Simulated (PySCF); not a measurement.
C3H7P.
Z-matrix (Å and degrees, GFN2-xTB geometry), rows numbered from 1:
```
C 
C   1  1.5296
C   2  1.4907  1  110.84
P   3  1.6696  2  128.13  1   116.45
H   1  1.0879  2  110.52  3    58.20
H   1  1.0880  2  110.30  3   -61.66
H   1  1.0875  2  110.34  3   178.34
H   2  1.0950  1  108.76  3  -119.87
H   2  1.0930  1  109.62  3   122.12
H   3  1.0842  2  114.95  1   -61.92
H   4  1.4065  3   96.95  2     1.13
```

The closed-shell SCF was solved with PySCF and density fitting under several settings on one GFN2-xTB geometry (grid level 2 and gas phase unless stated).

```tsv
settings	basis functions	SCF cycles	E (Eh)	HOMO (eV)	LUMO (eV)	dipole (D)
PBE0/pcSseg-1	110	12	-459.5406	-7.31	-1.47	1.80
wB97X-D/def2-SVPD	140	13	-459.6217	-9.09	0.28	1.74
PBE0/6-311+G(2d,p), energy threshold 1e-07 Eh	158	8	-459.6137	-7.28	-1.52	1.76
OPBE/IGLO-III	219	15	-459.8277	-6.22	-2.21	1.69
PBE0/def2-SVPD, grid level 4, level shift 0.1 Eh	140	10	-459.3876	-7.28	-1.46	1.71
CAM-B3LYP/IGLO-II, energy threshold 1e-07 Eh	143	8	-459.7950	-8.41	-0.19	1.44
OPBE/aug-pcSseg-1	174	14	-459.7471	-6.31	-2.35	1.86
```

Problem. Estimate the rows for these settings: (1) WP04/3-21G, level shift 0.3 Eh; (2) PBE0/def2-SVP, grid level 3, energy threshold 1e-11 Eh.

Solution. 
```
                                              settings  basis functions  SCF cycles     E (Eh)  HOMO (eV)  LUMO (eV)  dipole (D)
                        WP04/3-21G, level shift 0.3 Eh               54          12  -464.1417      -8.33      -3.25        1.93
PBE0/def2-SVP, grid level 3, energy threshold 1e-11 Eh               95          11  -459.3791      -7.22      -1.31        1.73
```

Problem. Over all rows, what range does the HOMO–LUMO gap span?

Solution. From 3.96 eV (OPBE/aug-pcSseg-1) to 9.37 eV (wB97X-D/def2-SVPD). The functional of the narrowest has no exact exchange, that of the widest range-separated exact exchange.

Problem. And the dipole moment?

Solution. From 1.44 D (CAM-B3LYP/IGLO-II, energy threshold 1e-07 Eh) to 1.93 D (WP04/3-21G, level shift 0.3 Eh); the largest is 1.34 times the smallest, and the median is 1.74 D.

Problem. Compare two rows with the functional PBE0: PBE0/6-311+G(2d,p), energy threshold 1e-07 Eh and PBE0/def2-SVPD, grid level 4, level shift 0.1 Eh. Which energy is lower, and by how much?

Solution. PBE0/6-311+G(2d,p), energy threshold 1e-07 Eh (158 functions) lies 0.2261 Eh or 142 kcal/mol below PBE0/def2-SVPD, grid level 4, level shift 0.1 Eh (140 functions).

wB97X-D ran without the empirical dispersion term, which would shift the total energy alone. Cycle counts include a coarse-grid stage where the run had one. All basis functions are spherical, in the Pople sets too. WP04 was designed for NMR shieldings or shifts; total energies of different functionals aren't comparable.

One conformer stands for the species.
